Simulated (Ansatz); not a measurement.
# SO3: vertical ionisation energy

Aim: the vertical ionisation energy of SO3, as cation minus neutral at the neutral's geometry, on several levels, and how well −ε(HOMO) stands in for it.

Method: unrestricted cation, the program's frozen cores in correlated methods; program: Ansatz 0.2.0, Gaussian basis.

Plan: UKS PBE-D4/def2-TZVPP; UKS r2SCAN-D4/def2-TZVPP; UKS PBE0-D4/def2-TZVPP; UKS B3LYP-D4/def2-TZVPP; UKS wB97X-V/def2-TZVPP; UKS wB97M-V/def2-TZVPP; UKS B2PLYP/def2-TZVPP; UHF-CCSD(T)/def2-TZVPP; UHF-MP2/def2-QZVPP; extrapolation to the limit; then −ε(HOMO) from the neutral's earlier runs with LDA (SPW92), PBE-D4, revPBE-D4, BLYP-D4, r2SCAN-D4, B97M-V, PBE0-D4, B3LYP-D4, r2SCANh-D4, r2SCAN0-D4, HSE06-D4, BHLYP-D4, CAM-B3LYP-D4, LC-ωPBE, ωB97X-V, ωB97M-V.

## (1) The relaxed structure

All runs share one geometry, relaxed beforehand with PBE0-D4 in a triple-zeta def2 set.

4 atoms, charge 0, spin multiplicity 1.

Atoms are counted from 1 here; the program's logs count them from 0.

Bond lengths: O1–S2 1.419 Å, S2–O3 1.419 Å, S2–O4 1.419 Å. Angles: O1–S2–O3 120.0°, O1–S2–O4 120.0°, O3–S2–O4 120.0°.

## (2) Cation, UKS PBE-D4/def2-TZVPP

Contents of in.yaml:

```yaml
crystal:
  periodic: [false, false, false]
  atoms:
    - {symbol: O, position_ang: [-1.121606, -0.684648, 0.536716]}
    - {symbol: S, position_ang: [-0.000001, 0.000013, 0.000012]}
    - {symbol: O, position_ang: [1.308979, -0.327699, 0.440445]}
    - {symbol: O, position_ang: [-0.187372, 1.012333, -0.977182]}
basis:
  gaussian: {orbitals: def2-TZVPP}
total_charge: 1
magnetization: {spin_polarized: true, initial_magnetization: 1}
hamiltonian: {xc: pbe, dispersion: d4}
```

Command:

```
$ ansatz run in.yaml --threads 4 --pin off --events-out ev --progress --plain --max-ram 10444MiB
```

Further steps of the session: Cation, UKS r2SCAN-D4/def2-TZVPP; Cation, UKS PBE0-D4/def2-TZVPP; Cation, UKS B3LYP-D4/def2-TZVPP; Cation, UKS wB97X-V/def2-TZVPP; Cation, UKS wB97M-V/def2-TZVPP; Cation, UKS B2PLYP (frozen core)/def2-TZVPP; Cation, UHF-CCSD(T)/def2-TZVPP; Cation, UHF-MP2/def2-QZVPP.

Before running them: what should the planned runs give, taken together? Wanted: ionisation energy, CCSD(T)/def2-TZVPP; nearest functional by difference; nearest −ε(HOMO); −ε(HOMO) of PBE; T1 of the cation.

**Answer**, as computed:

| quantity | value |
| --- | --- |
| ionisation energy, CCSD(T)/def2-TZVPP | 12.79 eV |
| nearest functional by difference | PBE0-D4 (-0.03 eV) |
| nearest −ε(HOMO) | LC-ωPBE (+0.06 eV) |
| −ε(HOMO) of PBE | 8.22 eV |
| T1 of the cation | 0.078 |

**Reading.** By cation minus neutral, the functionals miss by 0.55 eV at most. −ε(HOMO) of PBE misses by 4.6 eV, since self-interaction lifts the level. Among orbital estimates LC-ωPBE comes nearest. The cation's T1 (from the report) is 0.078, above the customary mark of 0.045 for open shells, so the coupled-cluster value is less safe. The cation may have settled in a state other than its lowest; no search over hole states beyond the program's own was made.
